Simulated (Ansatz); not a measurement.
Ga on a Si site in Si

These are results of DFT PBE, scalar-relativistic, plane waves, PAW in Ansatz 0.2.0, not measurements. Run with 420 eV cutoff, 2×2×2 k-mesh, Gaussian smearing of 0.01 eV, collinear spin in charge 0 alone.

Host crystal, relaxed:

```yaml
crystal:
  lattice:
    - [0.00000, 2.73505, 2.73505]
    - [2.73505, 0.00000, 2.73505]
    - [2.73505, 2.73505, 0.00000]
  atoms:
    - { symbol: Si, position: [0.75000, 0.75000, 0.75000] }
    - { symbol: Si, position: [0.50000, 0.50000, 0.50000] }
```

Supercell of 54 atoms, rows in host cell vectors: 3 0 -3; 0 0 -3; 0 3 -3. Atoms relax at the host's cell from a start displaced at random by 0.06 Å near the defect, so other minima may exist. The cell is small, so energies carry finite-size errors of tenths of an eV. The host's Kohn–Sham gap is 0.61 eV. Atoms are taken from and returned to the elements' standard states. Charged cells are corrected for image charges with the computed static dielectric tensor (mean 13.0) and aligned with the host's potential at far atoms (alignment terms reach 0.04 eV; the program doubts the alignment in some charges, where it is up to 0.04 eV). No band-filling term is added, and the Fermi level counts from the host's valence band top.

Defect: Ga on a Si site set at (0.750, 0.750, 0.750) of the host cell. Before relaxation its nearest neighbours are 4 Si at 2.37 Å.

```json
{"charge": "0", "E_f at the valence band top (eV)": "0.67", "over the neutral state (eV)": "0.00", "moment (μB)": "0.25", "largest move (Å)": "0.03", "atoms near the site": "3 Si at 2.39 Å, 1 Si at 2.41 Å"}
{"charge": "-1", "E_f at the valence band top (eV)": "0.87", "over the neutral state (eV)": "0.20", "moment (μB)": "0.00", "largest move (Å)": "0.02", "atoms near the site": "4 Si at 2.38 Å"}
```

Among the charges computed the stable one is 0 at the valence band top, changing to -1 at 0.20 eV. In charge 0 the cell has partly filled bands: a level of the defect may be part filled, the carrier may sit in the host's bands, or levels may cross between the k points, so transitions that involve it are doubtful. Fractional moments come from partly filled bands of the small cell.

Cost: 3 runs of about 2.9 core-hours in all, on AMD EPYC (Zen 3) (shared hosts).